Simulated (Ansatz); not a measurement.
## Molecular dynamics of C3H6F, charge +1

The input (input.yaml):

```yaml
crystal:
  periodic: [false, false, false]
  atoms:
    - { symbol: C, position_ang: [-0.433951, 1.128271, -0.647117] }
    - { symbol: C, position_ang: [-0.300609, -0.341, -0.281845] }
    - { symbol: C, position_ang: [0.610447, -0.893706, 0.807783] }
    - { symbol: F, position_ang: [-1.039216, -1.217665, -0.96573] }
    - { symbol: H, position_ang: [0.584771, 1.511384, -0.917115] }
    - { symbol: H, position_ang: [-0.745503, 1.686403, 0.274433] }
    - { symbol: H, position_ang: [-1.155618, 1.289961, -1.475633] }
    - { symbol: H, position_ang: [-0.005165, -1.46942, 1.546561] }
    - { symbol: H, position_ang: [1.326666, -1.62503, 0.350386] }
    - { symbol: H, position_ang: [1.158168, -0.069217, 1.308287] }
total_charge: 1
magnetization:
  spin_polarized: true
basis:
  gaussian: { orbitals: STO-3G }
hamiltonian:
  xc: revpbe
  dispersion: d4
md:
  timestep: 0.5
  n_steps: 400
  ensemble: nve
  temperature: 500.0
  initial_velocities: maxwell_boltzmann
  seed: 782195
```

Command:

```bash
$ ansatz run input.yaml --threads 1 --pin off --max-ram 2048MiB --backend cpu --events-out ev --progress --plain --runs-dir out
```

It starts from a relaxed structure.

Output, in part (step lines, the closing report, with atoms numbered from 0):

```
md step     0: t =     0.00 fs  T =   500.0 K  F+E_penalty+E_count = -5840.44575957 eV  E_kin = 0.517040 eV  conserved = -5839.92871957 eV  (26 SCF iters)
[... lines left out ...]
Total energy: -5840.25738971 eV, -214.6255004033 hartree
Atom 0 at    -0.288266     1.070433    -0.786803 Å, force    -1.336984     1.387421     1.149841 eV/Å
Atom 1 at    -0.314816    -0.334285    -0.260004 Å, force     0.389745    -0.979598    -0.367171 eV/Å
Atom 2 at     0.711883    -0.920990     0.732658 Å, force    -0.615953     1.097611    -0.475538 eV/Å
Atom 3 at    -1.223408    -1.163369    -0.789396 Å, force     0.055775     0.053067     0.269618 eV/Å
Atom 4 at     0.152857     1.711060     0.021907 Å, force     0.066938    -0.039758    -0.490726 eV/Å
Atom 5 at    -1.355941     1.407594    -0.972239 Å, force     0.566250    -0.178782    -0.050295 eV/Å
Atom 6 at     0.259824     1.215562    -1.737868 Å, force     0.434248    -0.271588    -0.391301 eV/Å
Atom 7 at     1.477606    -1.368176     0.016797 Å, force     0.019146     0.030486     0.800609 eV/Å
Atom 8 at     1.101922    -0.061394     1.347557 Å, force     0.263715    -0.585741    -0.416283 eV/Å
Atom 9 at     0.223316    -1.669635     1.386659 Å, force     0.157119    -0.513117    -0.028753 eV/Å
Dipole moment:     0.130146     0.121600     0.021641 e Å
```

The steps, from the saved trajectory:

```
time (fs)  T (K)  potential energy less start (eV)  conserved less start (meV/atom)
      0.0    500                             0.000                             0.00
      6.5    148                             0.366                             0.24
     13.0    267                             0.244                             0.31
     19.5    291                             0.218                             0.21
     26.0    241                             0.269                             0.15
     32.5    365                             0.142                             0.20
     39.0    203                             0.310                             0.31
     45.5    298                             0.211                             0.20
     52.0    301                             0.208                             0.20
     58.5    267                             0.243                             0.21
     65.0    311                             0.197                             0.15
     71.5    257                             0.254                             0.26
     78.0    261                             0.249                             0.25
     84.5    268                             0.241                             0.13
     91.0    309                             0.199                             0.15
     97.5    212                             0.301                             0.28
    104.0    226                             0.285                             0.20
    110.5    312                             0.196                             0.14
    117.0    190                             0.323                             0.25
    123.5    261                             0.249                             0.20
    130.0    241                             0.270                             0.22
    136.5    204                             0.309                             0.25
    143.0    285                             0.225                             0.17
    149.5    231                             0.280                             0.18
    156.0    273                             0.237                             0.24
    162.5    143                             0.372                             0.30
    169.0    337                             0.170                             0.12
    175.5    216                             0.296                             0.21
    182.0    184                             0.330                             0.32
    188.5    310                             0.199                             0.17
    195.0    227                             0.283                             0.13
```

The run went to its last step. The conserved energy stayed within 0.37 meV per atom of its start (net change 0.075 meV per atom), so the integration is sound. The temperature averaged 0.49 of the 500 K drawn at the start: a run that starts near a minimum puts about half its kinetic energy into the potential. A run of 0.2 ps of so small a system gives no equilibrium averages. Limits of this set-up: minimal basis, the dipole of an ion depends on the origin.

The same pairs are bonded in the first frame and the last. Pairs count as bonded within 1.25 times the sum of covalent radii (0.12 Å more for H–H).

Last frame:

```xyz
10
Properties=species:S:1:pos:R:3
C -0.288 1.070 -0.787
C -0.315 -0.334 -0.260
C 0.712 -0.921 0.733
F -1.223 -1.163 -0.789
H 0.153 1.711 0.022
H -1.356 1.408 -0.972
H 0.260 1.216 -1.738
H 1.478 -1.368 0.017
H 1.102 -0.061 1.348
H 0.223 -1.670 1.387
```

Time of the run: 13 min on 1 thread of Arm Neoverse V1, on a shared host, peak memory 0.1 GiB.
